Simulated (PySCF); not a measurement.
Species: F4HP.
Numbering: `[H][P:2]([F:1])([F:3])([F:4])[F:5]` (hydrogens: H6 on P2)

Method used: PySCF, PBE0-D3(BJ)/def2-SVP geometry optimisation, gas phase.

(1) Give the optimised bond lengths and angles.

Results:

(1) 
```csv
bond,length (bohr),order
F1–P2,3.022,single
"P2–F3, P2–F4, P2–F5",3.001,single
P2–H6,2.655,single
```

Bonds in one row agree within 0.02 bohr and their mean is given. Orders are formal, as drawn. A selection of angles:
```csv
angle,degrees
F1–P2–F3,89.6
F1–P2–H6,179.6
F3–P2–F4,119.5
F3–P2–H6,90.8
F4–P2–F5,120.6
F5–P2–H6,90.4
```

P2 (phosphorus bonded to 4 F and H) is trigonal bipyramidal (τ5 = (β − α)/60° = 0.98 from the two widest angles, 179.6° and 120.6° (0 for a square pyramid, 1 for a trigonal bipyramid)).

Point group: C3v (every atom within 0.08 Å of its image). PBE0-D3(BJ)/def2-SVP frequencies: not computed here.
